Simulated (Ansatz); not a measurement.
Molecule (SMILES): [O+]#[Si-] (O-Si).
Geometry (B3LYP-D3(BJ)/def2-TZVP, fixed):
```
Si
O 1 1.5131
```

Basis-set convergence of the dipole moment at CCSD(T) with Ansatz (an electronic-structure program). Dipoles come from the density behind the forces; the sign is taken along the dipole that this method gives in the largest set. The reference of a correlated method is not its basis-set limit, which lies further on. Cartesian d functions, on some or all atoms, in 6-31G**; all else is spherical. Cores are frozen. No added dispersion term, no relativity. Reference: the value in aug-pcseg-3, 3.097 D, itself unsure by roughly 0.013 D (its mean distance from aug-cc-pV(Q+d)Z, def2-QZVPPD). Deviations are taken from unrounded values. Cost is core time over that of def2-TZVPP, rough, on shared machines of one kind; a dash marks a row that isn't timed (too short, read off another run, short of memory, by another algorithm or on other hardware).

```tsv
basis	functions	dipole moment (D)	minus reference (D)	cost
def2-SVP	32	2.509	-0.588	-
pcseg-1	32	2.867	-0.230	-
6-31G**	34	2.594	-0.503	-
def2-SVPD	47	3.060	-0.037	-
cc-pV(T+d)Z	69	2.833	-0.265	0.8×
def2-TZVPP	73	2.931	-0.167	1×
def2-TZVPD	83	3.044	-0.054	1×
jun-cc-pV(T+d)Z	87	3.053	-0.044	2×
def2-TZVPPD	88	3.040	-0.057	2×
aug-cc-pV(T+d)Z	101	3.067	-0.031	2×
cc-pV(Q+d)Z	119	3.022	-0.075	5×
def2-QZVPP	127	3.053	-0.044	5×
aug-pcseg-3	174	3.097	0.000	50×
```
